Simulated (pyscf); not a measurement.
# Routes from H₂N–SiH=O (SMILES N[SiH]=O) + H₂ (SMILES [H][H])

Candidate steps break at most two bonds and form at most two. Each was searched with GFN2-xTB (tblite) first. Structures and frequencies: ωB97X-D3(BJ)/def2-SVP in PySCF. Energies: ωB97M-D3(BJ)/def2-TZVP, kcal/mol, from the separated reactants, singlet surface; ΔG‡ with ideal gas, 1 atm, RRHO with modes under 100 cm⁻¹ raised to 100, one conformer, R ln 2 for chiral ones without a mode under 150 cm⁻¹.

| products | type | ΔE‡ | ΔE | ΔG‡ 298 K | ΔG‡ 900 K | ν‡ (cm⁻¹) |
|---|---|---|---|---|---|---|
| O=SiH₂ + NH₃ | four-centre exchange | 30.5 | +21.2 | 40.3 | 58.8 | 1460i |
| H₂N–SiH: [singlet] + H₂O | concerted two-bond exchange | 85.7 | +22.1 | 92.4 | 107.3 | 1278i |

Row 1: On the product side the descent ends in an adduct with a N–Si contact, 31.9 kcal/mol under the separated species and 40.3 kcal/mol under the saddle at ωB97X-D3(BJ)/def2-TZVP. Row 2: On the product side the descent ends in a complex (not fully relaxed), 7.4 kcal/mol under the separated species and 72.7 kcal/mol under the saddle at ωB97X-D3(BJ)/def2-TZVP. 

Plain bond fissions and candidates not yet searched are not listed, and one of them may be faster. Each barrier is that of the saddle found; lower ones may exist. A restricted solution here is unstable towards spin polarisation, so biradical character is likely and single-reference numbers are less safe.
